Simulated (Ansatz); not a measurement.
For zinc-blende InSb, PBE-D4 (PAW; Ansatz, a quantum-chemistry and plane-wave program) gives:

lattice parameter a: 6.539 Å
enthalpy of formation: -0.041 eV/atom

Q: What does r²SCAN (plane waves, PAW; Ansatz) give for the same quantities?

A: 
- lattice constant a: 6.556 Å (goes up by 0.3 %)
- formation enthalpy: -0.248 eV/atom (moves by -0.207 eV/atom)

For comparison: lattice constant a 6.468 Å (measured, static lattice: zero-point anharmonic expansion removed; as tabulated in Mejia-Rodriguez and Trickey (2018), arXiv:1807.09216); formation enthalpy -0.16 eV/atom (measured, 298 K, not corrected to a static lattice; as tabulated in Zhang et al. (2018), doi:10.1038/s41524-018-0065-z).

Changes are worked out from the printed values.

Unless a cell is named, each level is at its own relaxed cell (PBE-D4 34.95, r²SCAN 35.22 Å³/atom).

Levels without +SOC leave out spin–orbit coupling, which shifts energies and cells of such heavy elements.

Ansatz's density-functional and Hartree–Fock values are scalar-relativistic unless marked +SOC, with PAW data made under PBE.
